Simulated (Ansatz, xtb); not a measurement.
**Relative energy of two isomers of CH6OSi**

Structure X: `CO[SiH3]`, a singlet. Structure Y: `OC[SiH3]`, a singlet. Both are isolated molecules in the gas phase, relaxed with B3LYP-D4/def2-TZVP; the shapes shown needn't be the lowest conformers.

X (Å):

```xyz
9

C    -0.5019   -1.3842   -1.1291
O    -0.1258   -0.1711   -1.7603
Si    1.1684    0.7351   -1.3007
H    -1.3884   -1.7674   -1.6340
H     0.2930   -2.1338   -1.2004
H    -0.7420   -1.2260   -0.0725
H     2.4294   -0.0432   -1.4120
H     1.0313    1.1814    0.1101
H     1.2049    1.9010   -2.2052
```

Y (Å):

| atom | x (Å) | y (Å) | z (Å) |
| --- | --- | --- | --- |
| C | -0.4018 | -0.3110 | -1.5948 |
| O | -0.6434 | -1.7259 | -1.5872 |
| Si | 1.3164 | 0.1250 | -0.9199 |
| H | -0.6117 | -2.0405 | -0.6772 |
| H | -0.4801 | -0.0006 | -2.6387 |
| H | -1.1869 | 0.2303 | -1.0511 |
| H | 2.3751 | -0.4602 | -1.7734 |
| H | 1.4391 | -0.4415 | 0.4482 |
| H | 1.4919 | 1.5974 | -0.8495 |

**Question.** Estimate which is lower in electronic energy at CCSD(T)/def2-TZVP, and by roughly how much.

**Answer.** The CCSD(T)/def2-TZVP calculation puts structure X lower, by 113.6 kJ/mol.

Level by level:

```json
{"level": "GFN2-xTB", "geometry": "GFN2-xTB", "E(Y) − E(X) (kJ/mol)": "+177.2", "departure from the last row (kJ/mol)": "+63.5", "job, with rough time for the two": "optimisation, 0.29 s"}
{"level": "HF/STO-3G", "geometry": "GFN2-xTB", "E(Y) − E(X) (kJ/mol)": "+46.2", "departure from the last row (kJ/mol)": "−67.5", "job, with rough time for the two": "single point, 0.69 s"}
{"level": "r2SCAN-D4/def2-SVP", "geometry": "GFN2-xTB", "E(Y) − E(X) (kJ/mol)": "+89.2", "departure from the last row (kJ/mol)": "−24.5", "job, with rough time for the two": "single point, 4.4 s"}
{"level": "B3LYP-D4/def2-TZVP", "geometry": "B3LYP-D4/def2-TZVP", "E(Y) − E(X) (kJ/mol)": "+111.6", "departure from the last row (kJ/mol)": "−2.0", "job, with rough time for the two": "optimisation, 58 s"}
{"level": "HF/def2-TZVP", "geometry": "B3LYP-D4/def2-TZVP", "E(Y) − E(X) (kJ/mol)": "+129.9", "departure from the last row (kJ/mol)": "+16.3", "job, with rough time for the two": "part of the CCSD(T) run"}
{"level": "MP2/def2-TZVP", "geometry": "B3LYP-D4/def2-TZVP", "E(Y) − E(X) (kJ/mol)": "+117.5", "departure from the last row (kJ/mol)": "+3.9", "job, with rough time for the two": "part of the CCSD(T) run"}
{"level": "CCSD(T)/def2-TZVP", "geometry": "B3LYP-D4/def2-TZVP", "E(Y) − E(X) (kJ/mol)": "+113.6", "departure from the last row (kJ/mol)": "", "job, with rough time for the two": "single point, 33 s"}
```

As drawn, Y has 1 C–Si, 1 O–H in place of 1 O–Si, 1 C–H.

None of the levels shown reverses the order. The largest departure from CCSD(T)/def2-TZVP is that of HF/STO-3G, 67.5 kJ/mol.

With harmonic frequencies from B3LYP-D4/def2-TZVP (ideal gas, rigid rotor, one conformer each, 1000 K, 1 atm): the zero-point term adds −2.3 kJ/mol; ΔH is +114.2 and ΔG +113.1 kJ/mol.

The correlated steps freeze 7 core orbitals. Mirror images aren't counted in ΔG. Programs: Ansatz 0.2.0, xtb 6.7.1; the last row on 2 threads of Intel(R) Xeon(R) Processor @ 2.50GHz (Skylake/Cascade Lake) on a shared host.
